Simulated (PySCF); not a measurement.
## Atomic charges against the basis set

Species: PS4 (charge -3).
Geometry (PBE0-D3(BJ)/def2-SVP, Å), atoms numbered from 1 in this order:
```xyz
5
PS4 angstrom
S      0.0901   -0.2886    2.1381
P      0.0313    0.0601    0.0658
S     -0.1869    2.1206   -0.2906
S      1.8171   -0.6218   -0.8088
S     -1.5984   -0.9673   -0.7760
```

PBE0 throughout (PySCF), one geometry, spherical d and f functions. Whether so highly charged an anion holds all its electrons in the gas phase wasn't checked; a finite basis holds them in any case. The ion is multiply charged and computed without counter-ions or solvent. Atoms taken as equivalent share a column and are averaged.

Mulliken charges (e):

```json
{"basis": "STO-3G", "functions": "45", "S1/S3/S4/S5": "-0.799", "P2": "+0.198"}
{"basis": "6-31G", "functions": "65", "S1/S3/S4/S5": "-0.772", "P2": "+0.088"}
{"basis": "6-31G*", "functions": "90", "S1/S3/S4/S5": "-0.849", "P2": "+0.396"}
{"basis": "def2-SVP", "functions": "90", "S1/S3/S4/S5": "-0.888", "P2": "+0.552"}
{"basis": "6-311+G(2d,p)", "functions": "175", "S1/S3/S4/S5": "-0.807", "P2": "+0.226"}
{"basis": "def2-TZVP", "functions": "185", "S1/S3/S4/S5": "-0.943", "P2": "+0.773"}
```

IAO charges (e):

```
        basis  functions  S1/S3/S4/S5      P2
       STO-3G         45       -0.837  +0.347
        6-31G         65       -0.918  +0.673
       6-31G*         90       -0.966  +0.863
     def2-SVP         90       -0.966  +0.863
6-311+G(2d,p)        175       -0.970  +0.881
    def2-TZVP        185       -0.980  +0.920
```

Task: Which scheme is steadiest as the basis changes?

Result: Largest range over the bases for any column: IAO 0.57 e, Mulliken 0.68 e. IAO charges move least and Mulliken charges most, counted in e. Without the minimal STO-3G basis the ranges are IAO 0.25, Mulliken 0.68 e.

Task: How much do the charges still move between the two largest bases, 6-311+G(2d,p) and def2-TZVP?

Result: At most, over all atoms: Mulliken 0.546 e, IAO 0.039 e.

Task: What do the same runs give for the total energy and the frontier levels?

Result: 
```tsv
basis	energy (Eh)	HOMO (eV)	LUMO (eV)
STO-3G	-1911.0347	15.66	22.38
6-31G	-1933.0575	7.38	12.18
6-31G*	-1933.1772	7.57	12.55
def2-SVP	-1932.6126	8.45	14.05
6-311+G(2d,p)	-1933.3796	6.43	8.88
def2-TZVP	-1933.3516	7.34	12.29
```

Where the HOMO energy of this anion is positive, the outermost electrons may be held by the finite basis alone.
